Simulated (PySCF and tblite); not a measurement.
Values are calculated unless marked as measured or tabulated.
**Rotation: stationary points, barriers and rates**

System: C₅H₁₁N, numbered as in [CH3:1][CH:2]([CH3:3])[N:4]1[CH2:5][CH2:6]1.

Motion: rotation about the C2–N4 bond (torsion C1–C2–N4–C5 from -84° to -192°, falling). Geometries: GFN2-xTB; energies: BHandHLYP/pcSseg-1 + D3(BJ); zero-point and thermal terms from GFN2-xTB harmonic modes (soft modes blended into free rotors). Rates follow Eyring's equation with the number of equivalent paths and no tunnelling. Run with tblite and PySCF.

| point | symmetry | E(GFN2) kcal/mol | E(DFT) kcal/mol | ZPE change kcal/mol | lowest mode cm⁻¹ | dipole D |
| --- | --- | --- | --- | --- | --- | --- |
| start | Cs | 0.0 | 0.0 | 0.00 | 95 | 1.20 |
| saddle | C1 | 3.6 | 6.2 | 0.04 | 83i | 1.34 |
| end | C1 | 2.1 | 3.7 | 0.09 | 45 | 1.24 |

- Electronic barrier: 6.2 kcal/mol
- Barrier with zero-point energy: 6.3 kcal/mol
- ΔH‡ (298 K): 5.7 kcal/mol
- ΔS‡ (298 K, symmetry apart): -4.0 cal/(mol K)
- Paths: 2 equivalent paths
- End point: a different minimum
- Mean lifetime of the start against this motion at 298 K: 9.5 ns
- Cost: 60 s on 1 thread of Arm Neoverse V1, shared host (rough), peak memory 0.76 GiB, launched as `OMP_NUM_THREADS=1 python ens_run.py task.json out`

| T/K | ΔG‡ kcal/mol | k s⁻¹ | ΔG kcal/mol | k back s⁻¹ |
| --- | --- | --- | --- | --- |
| 150 | 6.5 | 2260 | 3.8 | 4.2×10⁸ |
| 200 | 6.6 | 5×10⁵ | 3.8 | 3.8×10⁹ |
| 250 | 6.8 | 1.3×10⁷ | 3.9 | 1.5×10¹⁰ |
| 298 | 6.9 | 1×10⁸ | 3.9 | 3.6×10¹⁰ |
| 350 | 7.1 | 5.3×10⁸ | 3.9 | 7.3×10¹⁰ |
| 400 | 7.3 | 1.7×10⁹ | 3.9 | 1.2×10¹¹ |
| 500 | 7.7 | 9.1×10⁹ | 4.0 | 2.5×10¹¹ |

ΔG and ΔG‡ leave out symmetry numbers and mirror images; rates count paths: 2 out, 1 back.
